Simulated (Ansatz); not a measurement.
Isolated molecules relaxed with PBE0-D4/def2-TZVP in Ansatz; ΔE leaves out vibrations. CBS: MP2 limit from def2 TZ/QZ plus the TZ coupled-cluster correction, frozen cores. This one scheme is used for every species. Functionals use def2-TZVPP. Each species was taken in one conformer, which may not be the lowest.

`C=NC(=C)C` + H₂ → `C=CN=C` + CH₄  (hydrogenolysis of a C–C bond)

```tsv
level	ΔE (kcal/mol)
B2PLYP	-15.0
r2SCAN	-13.8
```

(1) What does CCSD(T)/CBS give? (Best estimate.)

Largest T1 diagnostic among the species: 0.012.

## Answers

(1) The calculation gave: -13.3 kcal/mol. The listed levels differ from it by -1.7, -0.5 kcal/mol.

The D4 term adds +2.4 kcal/mol with B3LYP and +1.3 kcal/mol with PBE0; it sums over pairs of atoms, weighted by their polarisabilities, and B3LYP, whose exchange is more repulsive, gets the larger term. In def2-TZVPP, CCSD(T) changes the Hartree–Fock value by +5.1 kcal/mol (the triples alone add +0.9 kcal/mol) and MP2 by +6.8 kcal/mol.

B3LYP here is the variant with VWN-RPA as its local correlation; programs differ in this.
